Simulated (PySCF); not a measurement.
Species: C4H8FN.
Z-matrix (Å and degrees, GFN2-xTB geometry), rows numbered from 1:
```
C 
N   1  1.4355
C   2  1.2586  1  122.14
C   3  1.4914  2  119.67  1  -179.95
C   3  1.5157  2  124.09  1    -0.17
F   5  1.3704  3  112.34  2   179.78
H   1  1.0937  2  111.42  3   -64.93
H   1  1.0889  2  107.46  3   175.95
H   1  1.0942  2  112.25  3    56.11
H   4  1.0889  3  109.71  2   121.29
H   4  1.0848  3  109.75  2     0.31
H   4  1.0888  3  109.83  2  -120.75
H   5  1.0976  3  110.67  2    60.12
H   5  1.0978  3  110.53  2   -60.73
```

The calculation used B3LYP/def2-SVPD in PySCF (dipole) on a GFN2-xTB geometry, gas phase.

Masses are those of the commonest isotopes; rigid-rotor values at the optimised geometry. The values belong to one conformer with, in the numbering `[CH3:1]/[N:2]=[C:3](/[CH3:4])[CH2:5][F:6]`, N2–C3–C5–F6 180°.

Question: Give the principal moments of inertia and the rotational constants in cm⁻¹.

Answer: Ia = 87.53, Ib = 200.58, Ic = 278.63 u·Å²; 505379 MHz·u·Å²/I gives 5774, 2520 and 1814 MHz, that is A = 0.19260, B = 0.08404, C = 0.06050 cm⁻¹.

Question: What kind of rotor is it?

Answer: An asymmetric top; Ray's κ = -0.644.

Question: Is it planar, by Δ = Ic − Ia − Ib?

Answer: Not planar: Δ = Ic − Ia − Ib = -9.48 u·Å². For a rigid frame Δ = −2 Σ m c², so Σ m c² = 4.74 u·Å² lies off the ab plane, practically all of it from hydrogen. The atom farthest from that plane is 0.92 Å away.

Question: Give the other two planar moments, Paa and Pbb, and the rms extents of the mass along the axes.

Answer: Paa = Σ m a² = (Ib + Ic − Ia)/2 = 195.84 and Pbb = Σ m b² = (Ia + Ic − Ib)/2 = 82.79 u·Å². With the mass M = 89.06 u, the rms extents √(P/M) along a, b and c are 1.48, 0.96, 0.23 Å.

Question: Where do the levels up to J = 3 lie, in K?

Answer: Above 0(0,0), as E/k:
J = 1: 1(0,1) 0.208, 1(1,1) 0.364, 1(1,0) 0.398
J = 2: 2(0,2) 0.619, 2(1,2) 0.746, 2(1,1) 0.848, 2(2,1) 1.316, 2(2,0) 1.321
J = 3: 3(0,3) 1.224, 3(1,3) 1.316, 3(1,2) 1.519, 3(2,2) 1.940, 3(2,1) 1.964, 3(3,1) 2.809, 3(3,0) 2.809
Those of J = 1 are B + C, A + C and A + B.

Question: Predict some low-J microwave lines.

Answer: The dipole components are |μa| = 0.38 D, |μb| = 1.38 D, |μc| = 0.00 D. The squared components, which scale the intensities, stand as 0.08 : 1.00 : 0.00 (a : b : c). Some lines, for components of 0.1 D or more:

| type | branch | J(Ka,Kc) | MHz | lower level (cm⁻¹) |
| --- | --- | --- | --- | --- |
| a | Q | 3(2,1) ← 3(2,2) | 500 | 1.349 |
| a | Q | 1(1,0) ← 1(1,1) | 706 | 0.253 |
| b | Q | 1(1,0) ← 1(0,1) | 3960 | 0.145 |
| a | R | 1(0,1) ← 0(0,0) | 4333 | 0.000 |
| a | Q | 4(1,3) ← 4(1,4) | 6992 | 1.440 |
| a | R | 2(1,2) ← 1(1,1) | 7961 | 0.253 |
| a | R | 2(0,2) ← 1(0,1) | 8564 | 0.145 |
| b | Q | 5(2,3) ← 5(1,4) | 9106 | 2.436 |
| a | R | 2(1,1) ← 1(1,0) | 9372 | 0.277 |
| b | R | 4(1,3) ← 3(2,2) | 9734 | 1.349 |
| a | R | 3(1,3) ← 2(1,2) | 11881 | 0.519 |
| a | R | 3(0,3) ← 2(0,2) | 12602 | 0.430 |
| b | R | 4(0,4) ← 3(1,3) | 14484 | 0.915 |
| b | R | 3(1,3) ← 2(0,2) | 14533 | 0.430 |
| a | R | 4(1,4) ← 3(1,3) | 15741 | 0.915 |
| b | Q | 5(2,4) ← 5(1,5) | 16409 | 2.092 |
| a | R | 5(2,4) ← 4(2,3) | 21438 | 1.924 |
| a | R | 5(4,2) ← 4(4,1) | 21895 | 3.373 |
| a | R | 5(2,3) ← 4(2,2) | 23047 | 1.971 |
| b | R | 4(2,3) ← 3(1,2) | 26027 | 1.056 |
| b | R | 4(2,2) ← 3(1,3) | 31671 | 0.915 |
| b | R | 5(5,0) ← 4(4,1) | 54149 | 3.373 |

Not checked by GFN2-xTB frequencies. These are rigid-rotor constants of the computed structure; measured ground-state constants (B0) also hold zero-point vibration. A rigid rotor knows nothing of internal rotation, which can split or shift real lines. Quadrupole hyperfine structure (14N) is left out.
